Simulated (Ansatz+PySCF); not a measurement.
# triplet NH: levels of theory in one basis

| atom | x (Å) | y (Å) | z (Å) |
| --- | --- | --- | --- |
| N | 0.0000 | 0.0000 | -0.1701 |
| H | 0.0000 | 0.0000 | 1.1907 |

Basis set: 6-31G (spherical functions). Frozen core: 1 orbital. Correlation on ROHF uses semicanonical orbitals with singles. Charge 0, multiplicity 3.

Computed with Ansatz (development build ahead of 0.2.0); each method stands on the lowest determinant of its kind that the runs found.

```json
{"method": "ROHF", "E − E(ROHF) (eV)": "0.00", "<S²> of the determinant": "2.00"}
{"method": "UHF", "E − E(ROHF) (eV)": "-0.32", "<S²> of the determinant": "2.20"}
{"method": "ROHF-MP2", "E − E(ROHF) (eV)": "-1.86", "<S²> of the determinant": "–"}
{"method": "ROHF-CCSD", "E − E(ROHF) (eV)": "-2.42", "<S²> of the determinant": "–"}
{"method": "UHF-CCSD", "E − E(ROHF) (eV)": "-2.43", "<S²> of the determinant": "2.20"}
{"method": "ROHF-CCSD(T)", "E − E(ROHF) (eV)": "-2.45", "<S²> of the determinant": "–"}
{"method": "full CI (lowest root of this spin)", "E − E(ROHF) (eV)": "-2.46", "<S²> of the determinant": "–"}
```

Question: What does UHF-MP2 give on the same scale?

Answer: -1.78 eV.

At such a shape the full CI root can have another spatial symmetry than the determinants, so the rows needn't describe one state.

Question: Is a single determinant a sound starting point here?

Answer: Only with care. Unrestricted orbitals gain 0.32 eV and <S²> is 2.20 against 2.00 for a pure state, a contamination that matters most for the unrestricted series.

Caution for UHF, UHF-MP2, UHF-CCSD: the unrestricted determinant is spin contaminated. Caution for ROHF-MP2, UHF-MP2, ROHF-CCSD, UHF-CCSD, ROHF-CCSD(T): bonds are stretched, where a single reference can fail.
